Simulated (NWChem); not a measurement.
Program: NWChem. System: CH2, charge 0, spin multiplicity 1, at a geometry optimised with B3LYP/def2-SVP. The structure started from a generated list of species. Level: TD-B3LYP/6-31G* (spherical d), VWN1-RPA local correlation.

The NWChem input:

```
start mol
memory heap 200 mb stack 900 mb global 1100 mb
geometry units angstroms nocenter noautoz noautosym
  C      0.000000     0.000000     0.179936
  H      0.862169     0.000000    -0.539807
  H     -0.862169     0.000000    -0.539807
end
basis spherical
  * library 6-31g*
end
dft
  xc b3lyp
  semidirect memsize 60000000 filesize 0
  iterations 100
end
tddft
  rpa
  nroots 10
  notriplet
end
task tddft energy
```

NWChem printed:

```
             Northwest Computational Chemistry Package (NWChem) 7.3.0
             --------------------------------------------------------

                                NWChem Input Module
                                -------------------

 Scaling coordinates for geometry "geometry" by  1.889725989
 (inverse scale =  0.529177249)

                             Geometry "geometry" -> ""
                             -------------------------

 Output coordinates in angstroms (scale by  1.889725989 to convert to a.u.)

  No.       Tag          Charge          X              Y              Z
 ---- ---------------- ---------- -------------- -------------- --------------
    1 C                    6.0000     0.00000000     0.00000000     0.17993600
    2 H                    1.0000     0.86216900     0.00000000    -0.53980700
    3 H                    1.0000    -0.86216900     0.00000000    -0.53980700

 Effective nuclear repulsion energy (a.u.)       5.9609673148

            Nuclear Dipole moment (a.u.)
            ----------------------------
        X                 Y               Z
 ---------------- ---------------- ----------------
     0.0000000000     0.0000000000     0.0000037795


 Summary of "ao basis" -> "" (spherical)
 ------------------------------------------------------------------------------
       Tag                 Description            Shells   Functions and Types
 ---------------- ------------------------------  ------  ---------------------
 *                           6-31g*                   on all atoms

                                 NWChem DFT Module
                                 -----------------

 Summary of "ao basis" -> "ao basis" (spherical)
 ------------------------------------------------------------------------------
       Tag                 Description            Shells   Functions and Types
 ---------------- ------------------------------  ------  ---------------------
 C                           6-31g*                  6       14   3s2p1d
 H                           6-31g*                  2        2   2s

 Summary of "ao basis" -> "ao basis" (spherical)
 ------------------------------------------------------------------------------
       Tag                 Description            Shells   Functions and Types
 ---------------- ------------------------------  ------  ---------------------
 C                           6-31g*                  6       14   3s2p1d
 H                           6-31g*                  2        2   2s

            General Information
            -------------------
          SCF calculation type: DFT
          Wavefunction type:  closed shell.
          No. of atoms     :     3
          No. of electrons :     8
           Alpha electrons :     4
            Beta electrons :     4
          Charge           :     0
          Spin multiplicity:     1
          Use of symmetry is: off; symmetry adaption is: off
          Maximum number of iterations: 100
          AO basis - number of functions:    18
                     number of shells:    10
          Convergence on energy requested:  1.00D-06
          Convergence on density requested:  1.00D-05
          Convergence on gradient requested:  5.00D-04

              XC Information
              --------------
                         B3LYP Method XC Potential
                     Hartree-Fock (Exact) Exchange  0.200
                        Slater Exchange Functional  0.800 local
                    Becke 1988 Exchange Functional  0.720 non-local
              Lee-Yang-Parr Correlation Functional  0.810
                  VWN I RPA Correlation Functional  0.190 local

             Grid Information
             ----------------
          Grid used for XC integration:  medium
          Radial quadrature: Mura-Knowles
          Angular quadrature: Lebedev.
          Tag              B.-S. Rad. Rad. Pts. Rad. Cut. Ang. Pts.
          ---              ---------- --------- --------- ---------
          C                   0.70       49           6.0       434
          H                   0.35       45           6.0       434
          Grid pruning is: on
          Number of quadrature shells:   139
          Spatial weights used:  Erf1

          Convergence Information
          -----------------------
          Convergence aids based upon iterative change in
          total energy or number of iterations.
          Levelshifting, if invoked, occurs when the
          HOMO/LUMO gap drops below (HL_TOL):  1.00D-02
          DIIS, if invoked, will attempt to extrapolate
          using up to (NFOCK): 10 stored Fock matrices.

                    Damping( 0%)  Levelshifting(0.5)       DIIS
                  --------------- ------------------- ---------------
          dE  on:    start            ASAP                start
          dE off:    2 iters        100 iters           100 iters

      Screening Tolerance Information
      -------------------------------
          Density screening/tol_rho:  1.00D-10
          AO Gaussian exp screening on grid/accAOfunc:  14
          CD Gaussian exp screening on grid/accCDfunc:  20
          XC Gaussian exp screening on grid/accXCfunc:  20
          Schwarz screening/accCoul:  1.00D-08

      Superposition of Atomic Density Guess
      -------------------------------------

 Sum of atomic energies:         -38.65671923

      Non-variational initial energy
      ------------------------------

 Total energy =     -38.690214
 1-e energy   =     -62.963773
 2-e energy   =      18.312591
 HOMO         =      -0.241309
 LUMO         =      -0.116445
[...]
     Transition Moments    X  0.00000   Y  0.00000   Z  0.00000
     Transition Moments   XX -0.00000  XY  0.88236  XZ -0.00000
     Transition Moments   YY  0.00000  YZ -0.00000  ZZ  0.00000
     Dipole Oscillator Strength                    0.0000000000
     Electric Quadrupole                           0.0000000363
     Magnetic Dipole                               0.0000032896
     Total Oscillator Strength                     0.0000033259

          sigma_e =   1.0340 Angstrom
          sigma_h =   1.1020 Angstrom
         |d_h->e| =   0.3608 Angstrom
            d_exc =   1.5553 Angstrom
            d_CD1 =   0.4288 Angstrom
            d_CD2 =  -0.7072 Angstrom
            d_CD3 =   1.9161 Angstrom
     Pearson C.C. =  -0.0023

     Occ.    3  a   ---  Virt.    5  a   -0.99997 X
  ----------------------------------------------------------------------------
  Root   3 singlet a              0.308899386 a.u.                8.4056 eV
  ----------------------------------------------------------------------------
     Transition Moments    X -0.00000   Y -0.00000   Z -0.71230
     Transition Moments   XX  0.75478  XY -0.00000  XZ  0.00000
     Transition Moments   YY  0.12054  YZ  0.00000  ZZ  0.04805
     Dipole Oscillator Strength                    0.1044857882
     Electric Quadrupole                           0.0000000237
     Magnetic Dipole                               0.0000000000
     Total Oscillator Strength                     0.1044858119

          sigma_e =   1.6740 Angstrom
          sigma_h =   1.0178 Angstrom
         |d_h->e| =   1.0277 Angstrom
            d_exc =   2.2160 Angstrom
            d_CD1 =   1.6839 Angstrom
            d_CD2 =  -0.3182 Angstrom
            d_CD3 =   3.2437 Angstrom
     Pearson C.C. =  -0.0048

     Occ.    3  a   ---  Virt.    7  a    0.10551 X
     Occ.    4  a   ---  Virt.    6  a   -0.99424 X
  ----------------------------------------------------------------------------
  Root   4 singlet a              0.369746856 a.u.               10.0613 eV
  ----------------------------------------------------------------------------
     Transition Moments    X  0.80305   Y  0.00000   Z  0.00000
     Transition Moments   XX -0.00000  XY -0.00000  XZ -0.18866
     Transition Moments   YY -0.00000  YZ  0.00000  ZZ -0.00000
     Dipole Oscillator Strength                    0.1589643484
     Electric Quadrupole                           0.0000000096
     Magnetic Dipole                               0.0000013206
     Total Oscillator Strength                     0.1589656786

          sigma_e =   1.6115 Angstrom
          sigma_h =   1.0552 Angstrom
         |d_h->e| =   0.8421 Angstrom
            d_exc =   2.1149 Angstrom
            d_CD1 =   1.3984 Angstrom
            d_CD2 =  -0.4912 Angstrom
            d_CD3 =   2.9570 Angstrom
     Pearson C.C. =  -0.0157

     Occ.    3  a   ---  Virt.    6  a   -0.17035 X
     Occ.    4  a   ---  Virt.    7  a    0.98389 X
     Occ.    4  a   ---  Virt.    7  a   -0.05189 Y
     Occ.    4  a   ---  Virt.    8  a    0.06096 X
  ----------------------------------------------------------------------------
  Root   5 singlet a              0.479801197 a.u.               13.0561 eV
  ----------------------------------------------------------------------------
     Transition Moments    X  1.37237   Y  0.00000   Z -0.00000
     Transition Moments   XX  0.00000  XY -0.00000  XZ -1.46721
     Transition Moments   YY -0.00000  YZ -0.00000  ZZ  0.00000
     Dipole Oscillator Strength                    0.6024356874
     Electric Quadrupole                           0.0000012662
     Magnetic Dipole                               0.0000000167
     Total Oscillator Strength                     0.6024369702

          sigma_e =   1.6864 Angstrom
          sigma_h =   1.1048 Angstrom
         |d_h->e| =   0.4574 Angstrom
            d_exc =   2.0596 Angstrom
            d_CD1 =   1.0390 Angstrom
            d_CD2 =  -0.9382 Angstrom
            d_CD3 =   2.5170 Angstrom
     Pearson C.C. =   0.0086

     Occ.    3  a   ---  Virt.    6  a    0.98361 X
     Occ.    4  a   ---  Virt.    7  a    0.16797 X
     Occ.    4  a   ---  Virt.    8  a    0.06526 X
  ----------------------------------------------------------------------------
  Root   6 singlet a              0.535751618 a.u.               14.5785 eV
  ----------------------------------------------------------------------------
     Transition Moments    X  0.00000   Y -0.95272   Z -0.00000
     Transition Moments   XX  0.00000  XY  0.00000  XZ -0.00000
     Transition Moments   YY  0.00000  YZ -0.06690  ZZ  0.00000
     Dipole Oscillator Strength                    0.3241928690
     Electric Quadrupole                           0.0000000037
     Magnetic Dipole                               0.0000001663
     Total Oscillator Strength                     0.3241930390

          sigma_e =   1.0700 Angstrom
          sigma_h =   0.9299 Angstrom
         |d_h->e| =   0.3725 Angstrom
            d_exc =   1.4969 Angstrom
            d_CD1 =   0.5126 Angstrom
            d_CD2 =  -0.6275 Angstrom
            d_CD3 =   1.8694 Angstrom
     Pearson C.C. =  -0.0465

     Occ.    2  a   ---  Virt.    5  a    0.99868 X
     Occ.    2  a   ---  Virt.    5  a   -0.07465 Y
     Occ.    4  a   ---  Virt.    5  a    0.07651 X
     Occ.    4  a   ---  Virt.    5  a   -0.06390 Y
     Occ.    4  a   ---  Virt.    9  a   -0.06671 X
  ----------------------------------------------------------------------------
  Root   7 singlet a              0.551013211 a.u.               14.9938 eV
  ----------------------------------------------------------------------------
     Transition Moments    X -0.00000   Y  0.00000   Z -1.15271
     Transition Moments   XX  1.78303  XY -0.00000  XZ -0.00000
     Transition Moments   YY  0.04583  YZ -0.00000  ZZ  0.39566
     Dipole Oscillator Strength                    0.4880990463
     Electric Quadrupole                           0.0000007521
     Magnetic Dipole                               0.0000000000
     Total Oscillator Strength                     0.4880997984

          sigma_e =   1.6653 Angstrom
          sigma_h =   1.1037 Angstrom
         |d_h->e| =   0.2263 Angstrom
            d_exc =   2.0450 Angstrom
            d_CD1 =   0.7880 Angstrom
            d_CD2 =  -1.1582 Angstrom
            d_CD3 =   2.2713 Angstrom
     Pearson C.C. =  -0.0379

     Occ.    2  a   ---  Virt.    6  a   -0.12246 X
     Occ.    3  a   ---  Virt.    7  a   -0.97091 X
     Occ.    3  a   ---  Virt.    7  a    0.05107 Y
     Occ.    4  a   ---  Virt.    6  a   -0.09905 X
     Occ.    4  a   ---  Virt.   10  a    0.18046 X
  ----------------------------------------------------------------------------
  Root   8 singlet a              0.709065641 a.u.               19.2947 eV
  ----------------------------------------------------------------------------
     Transition Moments    X -0.00000   Y  0.10818   Z  0.00000
     Transition Moments   XX -0.00000  XY  0.00000  XZ -0.00000
     Transition Moments   YY  0.00000  YZ  0.94352  ZZ -0.00000
     Dipole Oscillator Strength                    0.0055319654
     Electric Quadrupole                           0.0000016900
     Magnetic Dipole                               0.0000001455
     Total Oscillator Strength                     0.0055338009

          sigma_e =   1.3512 Angstrom
          sigma_h =   1.0353 Angstrom
         |d_h->e| =   0.2337 Angstrom
            d_exc =   1.7185 Angstrom
            d_CD1 =   0.5496 Angstrom
            d_CD2 =  -0.9596 Angstrom
            d_CD3 =   1.9522 Angstrom
     Pearson C.C. =  -0.0004

     Occ.    2  a   ---  Virt.    5  a    0.06921 X
     Occ.    4  a   ---  Virt.    9  a    0.99747 X
  ----------------------------------------------------------------------------
  Root   9 singlet a              0.715762034 a.u.               19.4769 eV
  ----------------------------------------------------------------------------
     Transition Moments    X -0.68539   Y -0.00000   Z  0.00000
     Transition Moments   XX -0.00000  XY -0.00000  XZ -0.98799
     Transition Moments   YY  0.00000  YZ -0.00000  ZZ  0.00000
     Dipole Oscillator Strength                    0.2241589684
     Electric Quadrupole                           0.0000019061
     Magnetic Dipole                               0.0000016730
     Total Oscillator Strength                     0.2241625474

          sigma_e =   1.4410 Angstrom
          sigma_h =   1.0257 Angstrom
         |d_h->e| =   0.0182 Angstrom
            d_exc =   1.7719 Angstrom
            d_CD1 =   0.4336 Angstrom
            d_CD2 =  -1.2151 Angstrom
            d_CD3 =   1.7902 Angstrom
     Pearson C.C. =  -0.0036

     Occ.    3  a   ---  Virt.    6  a   -0.05294 X
     Occ.    4  a   ---  Virt.    7  a   -0.06847 X
     Occ.    4  a   ---  Virt.    8  a    0.99193 X
     Occ.    4  a   ---  Virt.   12  a   -0.07841 X
  ----------------------------------------------------------------------------
  Root  10 singlet a              0.744019775 a.u.               20.2458 eV
  ----------------------------------------------------------------------------
     Transition Moments    X  0.00000   Y  0.00000   Z  0.49361
     Transition Moments   XX -1.46009  XY  0.00000  XZ  0.00000
     Transition Moments   YY  0.21469  YZ  0.00000  ZZ  0.22400
     Dipole Oscillator Strength                    0.1208547236
     Electric Quadrupole                           0.0000020620
     Magnetic Dipole                               0.0000000000
     Total Oscillator Strength                     0.1208567856

          sigma_e =   1.6951 Angstrom
          sigma_h =   0.9841 Angstrom
         |d_h->e| =   0.2412 Angstrom
            d_exc =   1.9872 Angstrom
            d_CD1 =   0.9522 Angstrom
            d_CD2 =  -1.0984 Angstrom
            d_CD3 =   2.2284 Angstrom
     Pearson C.C. =  -0.0147

     Occ.    2  a   ---  Virt.    6  a   -0.88481 X
     Occ.    3  a   ---  Virt.    8  a   -0.06304 X
     Occ.    4  a   ---  Virt.   10  a   -0.45946 X

              Target root =      1
          Target symmetry = none
      Ground state energy =    -39.127032192399
        Excitation energy =      0.056038381785
     Excited state energy =    -39.070993810614

  stored tddft:energy   -39.070993810614105

 Task  times  cpu:        0.9s     wall:        0.9s

 Total times  cpu:        0.9s     wall:        0.9s
```
